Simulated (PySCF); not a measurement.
Species: boron monofluoride, BF (singlet state).
InChI=1S/BF/c1-2

The closed-shell ground state was solved at several levels (PySCF, density fitting, gas phase, non-relativistic). Geometry: PBE0-D3(BJ)/def2-TZVP; no solvent, vibrations or thermal averaging.

```csv
level,basis functions,HOMO (eV),LUMO (eV),gap (eV),dipole (D)
wB97X-D/pcSseg-2,72,-9.98,0.77,10.75,1.04
B97-2/pcSseg-2,72,-7.77,-1.09,6.68,1.00
PBE0/pcSseg-2,72,-8.02,-1.07,6.95,1.00
B97-2/pcJ-2,102,-7.77,-1.08,6.69,0.99
KT3/pcSseg-2,72,-6.89,-1.98,4.91,0.92
PBE0/aug-cc-pVTZ,92,-8.04,-1.11,6.93,1.00
B3LYP/pcJ-2,102,-7.84,-1.35,6.49,0.96
wB97X-D/aug-cc-pVTZ,92,-10.00,0.60,10.60,1.03
CAM-B3LYP/aug-cc-pVTZ,92,-9.50,-0.11,9.39,0.97
```

Problem. What might PBE0/pcJ-2 (102 basis functions) give for the same quantities?

Solution. HOMO -8.02 eV, LUMO -1.06 eV, gap 6.96 eV, dipole 0.99 D.

Problem. Over all these levels, which gives the widest orbital gap and which the narrowest?

Solution. wB97X-D/pcSseg-2 (range-separated hybrid) has the widest, 10.75 eV, and KT3/pcSseg-2 (GGA) the narrowest, 4.91 eV. The two share the basis. From the narrowest to the widest the HOMO moves by -3.09 eV and the LUMO by +2.75 eV.

Problem. How much does the basis alone move the frontier levels among the 3 PBE0 rows (the withheld one included)?

Solution. The HOMO by 0.02 eV and the LUMO by 0.05 eV. By rising basis size (HOMO, LUMO in eV): pcSseg-2 -8.02, -1.07; aug-cc-pVTZ -8.04, -1.11; pcJ-2 -8.02, -1.06.

Problem. In the pcSseg-2 basis, how does the gap go with the fixed share of exact exchange?

Solution. KT3 (0 %) 4.91 eV; B97-2 (21 %) 6.68 eV; PBE0 (25 %) 6.95 eV. Each rise in the share widens the gap here.

Problem. How far do the dipole and the HOMO energy spread over the levels?

Solution. The dipole runs from 0.92 to 1.04 D (mean 0.99 D) and the HOMO from -10.00 to -6.89 eV.
